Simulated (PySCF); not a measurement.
**Core-level binding energies of thiofulminic acid**

Compound: thiofulminic acid, CHNS.
Atom-mapped SMILES: `[CH:1]#[N+:2][S-:3]`

The calculation used PySCF, delta-SCF UKS SCAN, pcX-2 on the ionised atom, pcseg-1 elsewhere, spin-free X2C. Binding energies are ΔSCF values: E(core-ionised, relaxed orbitals) − E(ground state) at a fixed geometry, referred to the vacuum level.

**Question.** List the computed XPS lines with their assignment.

**Answer.** 
```csv
atom(s),environment,level,binding energy (eV),count
C1,triply bonded carbon,C 1s,292.30,1
S3,sulfur bonded to N,S 1s,2477.42,1
```

**Question.** Which effective nuclear charge Zeff reproduces each element's mean 1s value in the hydrogen-like formula E = 13.606 eV × Zeff²?

**Answer.** C (Z = 6): mean 292.3 eV, Zeff = 4.64, Z − Zeff = 1.36; S (Z = 16): mean 2477.4 eV, Zeff = 13.49, Z − Zeff = 2.51. Means run over the listed sites, weighted by atom count.

Not every level is listed. Spin contamination (⟨S²⟩ against 0.75 for a pure doublet) is marked for C 1s of C1 (0.88), which makes this value less certain. No level of nitrogen is listed. Isolated species at its PBE0-D3(BJ)/def2-SVP geometry, gas phase.
